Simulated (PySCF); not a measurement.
PySCF input (M06-2X/def2-TZVPD):

```python
from pyscf import gto, scf, dft

mol = gto.M(
    atom='''
    N     0.00073453   -0.00649234    0.32080948
    O     0.02743334    1.09989995   -0.11821611
    O    -0.02807606   -1.09421916   -0.16249219
    ''',
    basis='def2-tzvpd',
    charge=0,
    spin=1,
    verbose=4,
)

mf = dft.UKS(mol, xc='m062x').density_fit(auxbasis='def2-universal-jkfit')
mf.grids.level = 4
mf.conv_tol = 1e-9
mf.max_cycle = 100
mf.max_memory = 1500
mf.kernel()
if not mf.converged:
    mf = mf.newton()
    mf.kernel(mf.make_rdm1())
for _ in range(2):
    mo, _, stable, _ = mf.stability(return_status=True)
    if stable:
        break
    mf.kernel(mf.make_rdm1(mo, mf.mo_occ))
mf.analyze()
```

End of the output:

```
Extra cycle  E= -205.078283561042  delta_E= 1.02e-09  |g|= 6.38e-05  |ddm|= 4.48e-05
converged SCF energy = -205.078283561042  <S^2> = 0.7555046  2S+1 = 2.005497
uhf_internal: lowest eigs of H = [0.16148193 0.21075445 0.21380226]
<class 'pyscf.df.df_jk.DFUKS'> wavefunction is stable in the internal stability analysis
**** SCF Summaries ****
Total Energy =                        -205.078283561042468
Nuclear Repulsion Energy =              65.206687133912538
One-electron Energy =                 -409.026601256745948
Two-electron Energy =                  138.741630561790942
Two-electron Coulomb Energy =          162.591055278422488
DFT Exchange-Correlation Energy =      -23.849424716631532
HOMO-LUMO gap [eV] =                     7.113688378124301
**** MO energy ****
                             alpha | beta                alpha | beta
MO #1   energy= -19.7474806897686  | -19.7404303656694  occ= 1 | 1
MO #2   energy= -19.7474267199496  | -19.7403655477393  occ= 1 | 1
MO #3   energy= -15.0144788957329  | -15.0054419178131  occ= 1 | 1
MO #4   energy= -1.42976930851503  | -1.40645640479898  occ= 1 | 1
MO #5   energy= -1.27154636749888  | -1.24541617304979  occ= 1 | 1
MO #6   energy= -0.790345695442184 | -0.749141865829507 occ= 1 | 1
MO #7   energy= -0.685771799552158 | -0.652426494648479 occ= 1 | 1
MO #8   energy= -0.67279445861247  | -0.641990857189115 occ= 1 | 1
MO #9   energy= -0.668236381925074 | -0.632137161983512 occ= 1 | 1
MO #10  energy= -0.479349591948493 | -0.446322043588479 occ= 1 | 1
MO #11  energy= -0.455006490199914 | -0.42173578591859  occ= 1 | 1
MO #12  energy= -0.369483722217574 | -0.108060493981576 occ= 1 | 0
MO #13  energy= -0.0417293727332222 | -0.0230437242321386 occ= 0 | 0
MO #14  energy= 0.0452541015820579 | 0.0515325911305356 occ= 0 | 0
MO #15  energy= 0.0530388459435856 | 0.0540418280715424 occ= 0 | 0
MO #16  energy= 0.0580830589772126 | 0.0591931225779503 occ= 0 | 0
MO #17  energy= 0.0633116875209605 | 0.0646513754067791 occ= 0 | 0
MO #18  energy= 0.100370721419747  | 0.100800827006661  occ= 0 | 0
MO #19  energy= 0.102821455997038  | 0.107720441183453  occ= 0 | 0
MO #20  energy= 0.104981432765655  | 0.108707335205249  occ= 0 | 0
MO #21  energy= 0.20558174931109   | 0.200275020108347  occ= 0 | 0
MO #22  energy= 0.212950718661369  | 0.210372995444816  occ= 0 | 0
MO #23  energy= 0.28720844190672   | 0.274336951893584  occ= 0 | 0
MO #24  energy= 0.299422108116421  | 0.279350280100105  occ= 0 | 0
MO #25  energy= 0.332808543633449  | 0.334423870897395  occ= 0 | 0
MO #26  energy= 0.364528471592172  | 0.360770881505055  occ= 0 | 0
MO #27  energy= 0.393404472480327  | 0.387134353046406  occ= 0 | 0
MO #28  energy= 0.403170760111531  | 0.4059837297881    occ= 0 | 0
MO #29  energy= 0.416293301260611  | 0.416893603292584  occ= 0 | 0
MO #30  energy= 0.419458661890256  | 0.418330139844095  occ= 0 | 0
MO #31  energy= 0.431969664460429  | 0.430494133267699  occ= 0 | 0
MO #32  energy= 0.453648584009566  | 0.446782299669568  occ= 0 | 0
MO #33  energy= 0.464335875843411  | 0.453604430962398  occ= 0 | 0
MO #34  energy= 0.468107576319199  | 0.461331510676302  occ= 0 | 0
MO #35  energy= 0.509963248707495  | 0.498261309345581  occ= 0 | 0
MO #36  energy= 0.510769087819017  | 0.527678800638359  occ= 0 | 0
MO #37  energy= 0.551414675248154  | 0.534156860937795  occ= 0 | 0
MO #38  energy= 0.564831941862673  | 0.551499090072071  occ= 0 | 0
MO #39  energy= 0.566448998818022  | 0.556375903294893  occ= 0 | 0
MO #40  energy= 0.57760009028814   | 0.571804141161585  occ= 0 | 0
MO #41  energy= 0.593981306624924  | 0.58975363254763   occ= 0 | 0
MO #42  energy= 0.677083868019797  | 0.678994485963926  occ= 0 | 0
MO #43  energy= 0.715251200131977  | 0.722915031644519  occ= 0 | 0
MO #44  energy= 0.870804871648859  | 0.861960276801809  occ= 0 | 0
MO #45  energy= 0.906594967308992  | 0.903405005114308  occ= 0 | 0
MO #46  energy= 0.923715058002937  | 0.926293712038459  occ= 0 | 0
MO #47  energy= 0.975086334013719  | 0.97200462916578   occ= 0 | 0
MO #48  energy= 0.975751403656157  | 0.972188289722499  occ= 0 | 0
MO #49  energy= 0.978872956592464  | 0.972606902504103  occ= 0 | 0
MO #50  energy= 1.17798425752243   | 1.18403107553391   occ= 0 | 0
MO #51  energy= 1.18536708120559   | 1.18430924795925   occ= 0 | 0
MO #52  energy= 1.24281037140947   | 1.24055050067137   occ= 0 | 0
MO #53  energy= 1.27059559043469   | 1.26352867430587   occ= 0 | 0
MO #54  energy= 1.28937114318036   | 1.29442797391288   occ= 0 | 0
MO #55  energy= 1.49887391326465   | 1.50176695660718   occ= 0 | 0
MO #56  energy= 1.58369654522723   | 1.59878012264055   occ= 0 | 0
MO #57  energy= 1.69478946494778   | 1.69858294123161   occ= 0 | 0
MO #58  energy= 1.72985987913943   | 1.73604166977871   occ= 0 | 0
MO #59  energy= 1.76945593459019   | 1.77757924477972   occ= 0 | 0
MO #60  energy= 1.86400346669884   | 1.87110071063657   occ= 0 | 0
MO #61  energy= 1.92262401850483   | 1.92789522314194   occ= 0 | 0
MO #62  energy= 2.08806240376008   | 2.09907681827749   occ= 0 | 0
MO #63  energy= 2.13087219024631   | 2.17667196414231   occ= 0 | 0
MO #64  energy= 2.2187464971436    | 2.22426994148136   occ= 0 | 0
MO #65  energy= 2.22345400560752   | 2.22786782794908   occ= 0 | 0
MO #66  energy= 2.25055899887711   | 2.25307198522211   occ= 0 | 0
MO #67  energy= 2.33898980771475   | 2.34343484546035   occ= 0 | 0
MO #68  energy= 2.51236023859999   | 2.51942561733659   occ= 0 | 0
MO #69  energy= 2.58013855701202   | 2.58489636264997   occ= 0 | 0
MO #70  energy= 2.82434366621533   | 2.8297373195387    occ= 0 | 0
MO #71  energy= 2.95930202200184   | 2.97924520288323   occ= 0 | 0
MO #72  energy= 2.97539335122015   | 2.97980630443831   occ= 0 | 0
MO #73  energy= 3.075433124646     | 3.08035148716171   occ= 0 | 0
MO #74  energy= 3.23356288161094   | 3.24260014187879   occ= 0 | 0
MO #75  energy= 3.29982953352501   | 3.3055190202646    occ= 0 | 0
MO #76  energy= 3.34438262342621   | 3.3596549678055    occ= 0 | 0
MO #77  energy= 3.72038940679714   | 3.73473580009554   occ= 0 | 0
MO #78  energy= 3.74729113177116   | 3.75577514861055   occ= 0 | 0
MO #79  energy= 3.77259007038732   | 3.78252465902754   occ= 0 | 0
MO #80  energy= 3.85470116719715   | 3.86470963517736   occ= 0 | 0
MO #81  energy= 3.97856338515626   | 3.97161170619394   occ= 0 | 0
MO #82  energy= 4.21289396221353   | 4.21892483550689   occ= 0 | 0
MO #83  energy= 4.31735175288485   | 4.32416838309672   occ= 0 | 0
MO #84  energy= 4.44677605507308   | 4.49017261225266   occ= 0 | 0
MO #85  energy= 4.50850232961461   | 4.55195625187446   occ= 0 | 0
MO #86  energy= 4.54494785359255   | 4.55973780864646   occ= 0 | 0
MO #87  energy= 4.58236234184749   | 4.59673780606335   occ= 0 | 0
MO #88  energy= 4.63558139083211   | 4.6681857466689    occ= 0 | 0
MO #89  energy= 5.00693732574683   | 5.01516899722698   occ= 0 | 0
MO #90  energy= 5.05478110087922   | 5.0594351055334    occ= 0 | 0
MO #91  energy= 5.07887534048654   | 5.08279435923839   occ= 0 | 0
MO #92  energy= 5.10552389700387   | 5.11159579873901   occ= 0 | 0
MO #93  energy= 5.1195440137981    | 5.12537705956844   occ= 0 | 0
MO #94  energy= 5.12611430158671   | 5.12759107001047   occ= 0 | 0
MO #95  energy= 5.39261533566705   | 5.39801285982288   occ= 0 | 0
MO #96  energy= 5.48914226592919   | 5.48852707399894   occ= 0 | 0
MO #97  energy= 5.54790279362661   | 5.54976987482687   occ= 0 | 0
MO #98  energy= 5.56289399504166   | 5.5684048554031    occ= 0 | 0
MO #99  energy= 6.09489643223501   | 6.11139113364742   occ= 0 | 0
MO #100 energy= 6.27472684027418   | 6.27662175016686   occ= 0 | 0
MO #101 energy= 6.32930572400315   | 6.35374351605741   occ= 0 | 0
MO #102 energy= 6.34021048126169   | 6.35937514236666   occ= 0 | 0
MO #103 energy= 6.34591597253539   | 6.36905031192974   occ= 0 | 0
MO #104 energy= 6.37301629286108   | 6.39542326374213   occ= 0 | 0
[...]
```

It need not be the lowest isomer of its formula.
